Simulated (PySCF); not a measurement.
Static polarisabilities and like-pair C6 coefficients by linear response at CAM-B3LYP/def2-SVPD (PySCF, frozen core in the response, non-relativistic, gas phase), PBE0-D3(BJ)/def2-SVP geometries, one conformer each; atomic units unless stated.

| species | electrons | α |
| --- | --- | --- |
| `C/C(F)=C(/C)C(=O)Cl` (C5H6ClFO) | 70 | 80.9 |
| `CCc1ccccc1S` (C8H10S) | 74 | 114.4 |
| `C/C=C1C=CC\1=C\SC` (C8H10S) | 74 | 127.5 |
| `N#P` (PN) | 22 | 25.9 |
| `c1csc(-c2cccs2)c1` (C8H6S2) | 86 | 132.4 |
| `CP(C)C` (C3H9P) | 42 | 66.1 |

Q: Estimate each like-pair C6, largest first.

A: 
```
                         species     C6  ω̄ = 4·C6/(3α²) (eV)
    `c1csc(-c2cccs2)c1` (C8H6S2)   5835                  12.1
    `C/C=C1C=CC\1=C\SC` (C8H10S)   5409                  12.1
          `CCc1ccccc1S` (C8H10S)   4839                  13.4
`C/C(F)=C(/C)C(=O)Cl` (C5H6ClFO)   2672                  14.8
                `CP(C)C` (C3H9P)   1672                  13.9
                      `N#P` (PN)  244.6                  13.3
```

The order is that of α. London's effective excitation energy ω̄ runs from 12.1 to 14.8 eV here.
